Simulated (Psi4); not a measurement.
Psi4 input (wB97X-D/6-31G*):

```
memory 1500 MB

molecule {
0 3
F    -0.00000000   -0.00000000   -1.07291806
Cl    0.00000000    0.00000000    0.56801544
symmetry c1
no_reorient
no_com
}

set {
  basis 6-31G*
  reference uks
  scf_type pk
  dft_radial_points 99
  dft_spherical_points 590
  e_convergence 1e-8
  d_convergence 1e-7
  maxiter 150
}

e = energy('wb97x-d')
print_out(f'\nFINAL {e:.10f} DIPOLE {variable("CURRENT DIPOLE")[0]:.6f} {variable("CURRENT DIPOLE")[1]:.6f} {variable("CURRENT DIPOLE")[2]:.6f}\n')
```

Output:

```
   => Loading Basis Set <=

    Name: 6-31G*
    Role: ORBITAL
    Keyword: BASIS
    atoms 1 entry F          line   162 file 6-31gs.gbs
    atoms 2 entry CL         line   340 file 6-31gs.gbs

   => WB97X-D: Empirical Dispersion <=

    Chai and Head-Gordon Dispersion Correction
    Chai, J.-D.; Head-Gordon, M. (2010), J. Chem. Phys., 132: 6615-6620

        s6 =       1.000000

         ---------------------------------------------------------
                                   SCF
               by Justin Turney, Rob Parrish, Andy Simmonett
                          and Daniel G. A. Smith
                              UKS Reference
         ---------------------------------------------------------

  ==> Geometry <==

    Molecular point group: c1
    Full point group: C_inf_v

    Geometry (in Angstrom), charge = 0, multiplicity = 3:

       Center              X                  Y                   Z               Mass
    ------------   -----------------  -----------------  -----------------  -----------------
         F            0.000000000000     0.000000000000    -1.072918060000    18.998403162730
         CL           0.000000000000     0.000000000000     0.568015440000    34.968852682000

  Running in c1 symmetry.

  Rotational constants: A = ************  B =      0.50849  C =      0.50849 [cm^-1]
  Rotational constants: A = ************  B =  15244.08020  C =  15244.08020 [MHz]
  Nuclear repulsion =   49.340276880513443

  Charge       = 0
  Multiplicity = 3
  Electrons    = 26
  Nalpha       = 14
  Nbeta        = 12

  ==> Algorithm <==

  SCF Algorithm Type is PK.
  DIIS enabled.
  MOM disabled.
  Fractional occupation disabled.
  Guess Type is SAD.
  Energy threshold   = 1.00e-08
  Density threshold  = 1.00e-07
  Integral threshold = 1.00e-12

  ==> Primary Basis <==

  Basis Set: 6-31G*
    Blend: 6-31G*
    Number of shells: 14
    Number of basis functions: 34
    Number of Cartesian functions: 34
    Spherical Harmonics?: false
    Max angular momentum: 2

  ==> DFT Potential <==

   => LibXC <=

    Version 7.1.2
    S. Lehtola, C. Steigemann, M. J. T. Oliveira, and M. A. L. Marques,  SoftwareX 7, 1–5 (2018) (10.1016/j.softx.2017.11.002)

   => Composite Functional: WB97X-D <=

    wB97X-D Hyb-GGA Exchange-Correlation Functional

    J.-D. Chai and M. Head-Gordon,  Phys. Chem. Chem. Phys. 10, 6615–6620 (2008) (10.1039/B810189B)

    Deriv               =              1
    GGA                 =           TRUE
    Meta                =          FALSE

    Exchange Hybrid     =           TRUE
    MP2 Hybrid          =          FALSE

   => Exchange-Correlation Functionals <=

    1.0000   wB97X-D range-separated functional

   => Exact (HF) Exchange <=

    0.7780            HF,LR [omega = 0.2000]
    0.2220               HF

   => LibXC Density Thresholds  <==

    XC_HYB_GGA_XC_WB97X_D:  1.00E-14

   => Molecular Quadrature <=

    Radial Scheme          =       TREUTLER
    Pruning Scheme         =           NONE
    Nuclear Scheme         =       TREUTLER

    Blocking Scheme        =         OCTREE
    BS radius alpha        =              1
    Pruning alpha          =              1
    Radial Points          =             99
    Spherical Points       =            590
    Total Points           =         108348
    Total Blocks           =            877
    Max Points             =            256
    Max Functions          =             34
    Weights Tolerance      =       1.00E-15

  ==> Integral Setup <==

  Using in-core PK algorithm.
   Calculation information:
      Number of atoms:                   2
      Number of AO shells:              14
      Number of primitives:             42
      Number of atomic orbitals:        34
      Number of basis functions:        34

      Integral cutoff                 1.00e-12
      Number of threads:                 1

  Performing in-core PK
  Using 531930 doubles for integral storage.
  We computed 5453 shell quartets total.
  Whereas there are 5565 unique shell quartets.

  Computing range-separated integrals for PK
  We computed 5453 wK shell quartets total.
  Whereas there are 5565 wK unique shell quartets.

  ==> DiskJK: Disk-Based J/K Matrices <==

    J tasked:                  Yes
    K tasked:                  Yes
    wK tasked:                 Yes
    Omega:               2.000E-01
    Schwarz Cutoff:          1E-12


  Cached 100.0% of DFT collocation blocks in 0.096 [GiB].

  Minimum eigenvalue in the overlap matrix is 1.0337670170E-02.
  Reciprocal condition number of the overlap matrix is 2.4504621224E-03.
    Using symmetric orthogonalization.

  ==> Pre-Iterations <==

  SCF Guess: Superposition of Atomic Densities via on-the-fly atomic UHF (no occupation information).

   -------------------------
    Irrep   Nso     Nmo
   -------------------------
     A         34      34
   -------------------------
    Total      34      34
   -------------------------

  ==> Iterations <==

                        Total Energy        Delta E     RMS |[F,P]|

   @UKS iter SAD:  -559.65513655405562   -5.59655e+02   0.00000e+00
   @UKS iter   1:  -559.75495323800385   -9.98167e-02   7.69852e-03 DIIS/ADIIS
   @UKS iter   2:  -559.74025213040181    1.47011e-02   1.04046e-02 DIIS/ADIIS
   @UKS iter   3:  -559.78010282829837   -3.98507e-02   8.31618e-04 DIIS/ADIIS
   @UKS iter   4:  -559.78046782694275   -3.64999e-04   2.51575e-04 DIIS/ADIIS
   @UKS iter   5:  -559.78050762541091   -3.97985e-05   3.16270e-05 DIIS
   @UKS iter   6:  -559.78050855660729   -9.31196e-07   9.99053e-06 DIIS
   @UKS iter   7:  -559.78050868446667   -1.27859e-07   5.94621e-06 DIIS
   @UKS iter   8:  -559.78050872349274   -3.90261e-08   2.68598e-06 DIIS
   @UKS iter   9:  -559.78050874202825   -1.85355e-08   6.85079e-07 DIIS
   @UKS iter  10:  -559.78050874402652   -1.99827e-09   1.13341e-07 DIIS
   @UKS iter  11:  -559.78050874406563   -3.91083e-11   1.84169e-08 DIIS
  Energy and wave function converged.

  ==> Post-Iterations <==

   Electrons on quadrature grid:
      Nalpha   =   13.9999999431 ; deviation = -5.691e-08
      Nbeta    =   11.9999999515 ; deviation = -4.853e-08
      Ntotal   =   25.9999998946 ; deviation = -1.054e-07

   @Spin Contamination Metric:   4.655321909E-03
   @S^2 Expected:                2.000000000E+00
   @S^2 Observed:                2.004655322E+00
   @S   Expected:                1.000000000E+00
   @S   Observed:                1.000000000E+00

    Orbital Energies [Eh]
    ---------------------

    Alpha Occupied:

       1A   -101.797498     2A    -24.854253     3A     -9.664870
       4A     -7.416317     5A     -7.413551     6A     -7.398628
       7A     -1.341085     8A     -0.961971     9A     -0.646898
      10A     -0.593905    11A     -0.562400    12A     -0.459594
      13A     -0.420438    14A     -0.292660

    Alpha Virtual:

      15A      0.394143    16A      0.469859    17A      0.486405
      18A      0.505137    19A      0.796022    20A      0.827755
      21A      0.865504    22A      0.868254    23A      0.950509
      24A      1.214423    25A      1.320749    26A      1.340667
      27A      1.659700    28A      1.903873    29A      1.904112
      30A      1.995478    31A      2.014359    32A      2.595922
      33A      3.835863    34A      4.317287

    Beta Occupied:

       1A   -101.787678     2A    -24.829818     3A     -9.654659
       4A     -7.396218     5A     -7.396073     6A     -7.391443
       7A     -1.279050     8A     -0.890455     9A     -0.563860
      10A     -0.537204    11A     -0.503374    12A     -0.393159

    Beta Virtual:

      13A     -0.148781    14A      0.018182    15A      0.409396
      16A      0.495992    17A      0.514268    18A      0.514739
      19A      0.862583    20A      0.870301    21A      0.922625
      22A      0.927394    23A      1.002413    24A      1.252802
      25A      1.358580    26A      1.363607    27A      1.691637
      28A      1.921405    29A      1.921727    30A      2.028074
      31A      2.031366    32A      2.627953    33A      3.857959
      34A      4.364561

    Final Occupation by Irrep:
              A
    DOCC [    12 ]
    SOCC [     2 ]
    NA   [    14 ]
    NB   [    12 ]

  @UKS Final Energy:  -559.78050874406563

   => Energetics <=

    Nuclear Repulsion Energy =             49.3402768805134428
    One-Electron Energy =                -872.4844094009782793
    Two-Electron Energy =                 291.4526764228711500
    DFT Exchange-Correlation Energy =     -28.0890465108987648
    Empirical Dispersion Energy =          -0.0000061355732211
    VV10 Nonlocal Energy =                  0.0000000000000000
    Total Energy =                       -559.7805087440657417

  UHF NO Occupations:
  HONO-2 :   12  A 1.9990326
  HONO-1 :   13  A 1.0000000
  HONO-0 :   14  A 1.0000000
  LUNO+0 :   15  A 0.0009674
  LUNO+1 :   16  A 0.0006912
  LUNO+2 :   17  A 0.0003532
  LUNO+3 :   18  A 0.0001736

Computation Completed

Properties will be evaluated at   0.000000,   0.000000,   0.000000 [a0]

Properties computed using the SCF density matrix

 Multipole Moments:

 ------------------------------------------------------------------------------------
     Multipole            Electronic (a.u.)      Nuclear  (a.u.)        Total (a.u.)
 ------------------------------------------------------------------------------------

 L = 1.  Multiply by 2.5417464519 to convert [e a0] to [Debye]
 Dipole X            :         -0.0000000            0.0000000           -0.0000000
 Dipole Y            :          0.0000000            0.0000000            0.0000000
 Dipole Z            :          0.3018650           -0.0000001            0.3018649
 Magnitude           :                                                    0.3018649

 ------------------------------------------------------------------------------------

FINAL -559.7805087441 DIPOLE -0.000000 0.000000 0.301865

*** Psi4 exiting successfully. Buy a developer a beer!
```
